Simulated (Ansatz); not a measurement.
**[H···H···CH$_{3}$], doublet in cc-pVDZ: errors against RCCSDTQ**

Geometry: a point of a hydrogen-transfer path between rigid fragments, not a stationary point.

```xyz
6

H    -2.1409    0.0000    0.0000
H    -1.3959    0.0000    0.0000
C     0.2371    0.0000    0.0000
H     0.2371   -1.0800    0.0000
H     0.2371    0.5400    0.9353
H     0.2371    0.5400   -0.9353
```

Basis cc-pVDZ; Ansatz 0.2.0. Only valence electrons are correlated (noble-gas cores frozen), which leaves 9 electrons in 38 orbitals. Prefix R: restricted or restricted open-shell reference; prefix U: unrestricted. Active spaces: valence = (9e, 9o) chosen from the atoms' valence shells; pair = (3e, 3o) about the gap.

Full CI isn't at hand for all of this; RCCSDTQ serves as the reference, and is uncertain by about the last step of the cluster series. The frozen core follows each run's orbitals, which can shift R against U totals by a few meV.

For open shells CISD is restricted-active-space CI with the open shells as a complete middle space.

* UHF ⟨S²⟩: 0.769
* T1 diagnostic (RCCSD): 0.0186
* largest doubles amplitude (RCCSD): 0.041
* T1 diagnostic (UCCSD): 0.0104

| level | E − E(RCCSDTQ) (kJ/mol) | share of correlation (%) | wall time |
| --- | --- | --- | --- |
| RHF | 526.6 | 0.00 | – |
| UHF | 511.8 | 2.81 | – |
| RMP2 | 90.5 | 82.81 | – |
| UMP2 | 90.6 | 82.79 | – |
| CISD | 37.2 | 92.93 | 0.82 s |
| RCCSD | 10.7 | 97.97 | – |
| UCCSD | 10.5 | 98.00 | – |
| RCCSD(T) | 1.7 | 99.68 | 1.5 s |
| UCCSD(T) | 1.7 | 99.68 | 1.4 s |
| BCCD(T) | 1.7 | 99.68 | 0.9 s |
| RCCSDT | 0.4 | 99.93 | – |
| UCCSDT | 0.3 | 99.94 | – |
| RCCSDT(Q) | 0.0 | 100.00 | 13 s |
| UCCSDT(Q) | 0.0 | 100.01 | 11 s |
| CASSCF (pair space) | 478.8 | 9.08 | – |
| NEVPT2 (pair space) | 85.6 | 83.74 | 0.37 s |
| CASSCF (valence space) | 315.2 | 40.14 | – |
| NEVPT2 (valence space) | 77.3 | 85.31 | 1.9 s |
| MRCISD (valence space) | 13.7 | 97.40 | – |
| MRCISD+Q (valence space) | 0.6 | 99.88 | 3.5 s |

The correlation energy at RCCSDTQ, counted from RHF, is -5.458 eV. That run took 37 s on 2 threads of AMD EPYC 7R13 with a shared H100 80 GB, shared host.

Times hold each run's SCF and search for its determinant on a shared host, so for small cases they say little of a method's own cost; they ran on 1 thread of AMD EPYC 7R13.

Natural occupations of CASSCF (valence space) about the gap: 1.982 1.978 1.978 1.976 1.000 0.026 0.022 0.019 0.019; effectively unpaired electrons, Σ n²(2−n)², 1.01.
